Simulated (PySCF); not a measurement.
Compound: C3H6O2 (charge +1 and doublet state).
Z-matrix (Å and degrees, GFN2-xTB geometry), rows numbered from 1:
```
C 
O   1  1.4052
C   2  1.3122  1  118.93
C   3  1.5309  2  111.68  1   164.47
O   3  1.1938  2  128.58  1   -16.09
H   1  1.0975  2  111.31  3    34.49
H   1  1.0986  2  105.17  3   158.85
H   1  1.1028  2  112.12  3   -86.92
H   4  1.0887  3  110.45  2  -170.09
H   4  1.0964  3  104.22  2    71.69
H   4  1.0896  3  109.94  2   -46.73
```

The hyperfine couplings belong to this conformer and change with its torsions.

The species is `COC(C)=[O+]` [radical] (charge +1).

Level of theory: UKS B3LYP, pcH-1 on C H O, non-relativistic, mean-field spin-orbit, GIAO in PySCF 2.14.0. Geometry: GFN2-xTB, one conformer, isolated ion. The geometry wasn't refined by DFT: couplings that depend on bond lengths, twists or pyramidal angles can differ widely from those at the functional's own minimum, by a factor of two or more for some ions and for spin on atoms past the first row. Stability of the SCF solution: not tested.

(1) Break the g tensor into its mass correction, gauge correction and orbital-Zeeman/spin–orbit terms.

(2) What are the electron Larmor frequencies g μB B/h along the three axes at 1200 mT?

(3) Average each term over the three axes. Which is largest in size?

(4) What effective moment and Curie constant follow for a powder?

(5) In a frozen sample, at which fields do the three g values resonate at 9.5, 34, 94 and 263 GHz (hyperfine left aside), and which band first spreads them over more than twice a line width of 0.5 mT?

Results:

(1) 
```json
{"Δg (ppt)": "relativistic mass correction", "1": "-0.30", "2": "-0.30", "3": "-0.30"}
{"Δg (ppt)": "gauge correction", "1": "0.01", "2": "0.05", "3": "0.05"}
{"Δg (ppt)": "orbital Zeeman/spin–orbit", "1": "1.16", "2": "5.10", "3": "8.78"}
{"Δg (ppt)": "total", "1": "0.87", "2": "4.84", "3": "8.53"}
```

So g = 2.00319, 2.00716, 2.01085 and g_iso = 2.00707; the tensor is rhombic: the two nearest values differ by 48 % of g3 − g1. Axes: g1 points within 11° of the C3–C4 bond.

(2) 33.6445, 33.7113, 33.7732 GHz for g1, g2 and g3, a range of 128.7 MHz.

(3) The orbital-Zeeman/spin–orbit term 5.01, the mass correction -0.30 and the gauge correction 0.04 ppt, for a total of 4.75 ppt. The orbital-Zeeman/spin–orbit term is the largest in size. The mass correction is the same along every axis, so the anisotropy comes from the other two: their spans along these axes are 0.04 (gauge) and 7.62 ppt (orbital Zeeman/spin–orbit).

(4) With the mean of g² = 4.0283 and S(S+1) = 0.75: μ_eff = √(⟨g²⟩S(S+1)) = 1.738 μB and χT = 0.12505·⟨g²⟩·S(S+1) = 0.378 cm³ K/mol (cgs; spin-Hamiltonian part alone).

(5) 
| band | GHz | B(g3) mT | B(g2) mT | B(g1) mT | spread mT |
| --- | --- | --- | --- | --- | --- |
| X | 9.5 | 337.55 | 338.17 | 338.84 | 1.29 |
| Q | 34.0 | 1208.06 | 1210.28 | 1212.68 | 4.62 |
| W | 94.0 | 3339.92 | 3346.06 | 3352.70 | 12.78 |
| J | 263.0 | 9344.67 | 9361.84 | 9380.43 | 35.75 |

The spread grows in proportion to the frequency. X band is the first where it exceeds 1.0 mT.

The largest Mulliken spin populations are on O5 (+0.76), C4 (+0.15) and O2 (+0.08).

The HOMO–LUMO gaps are 7.88 eV among the α and 2.20 eV among the β orbitals.
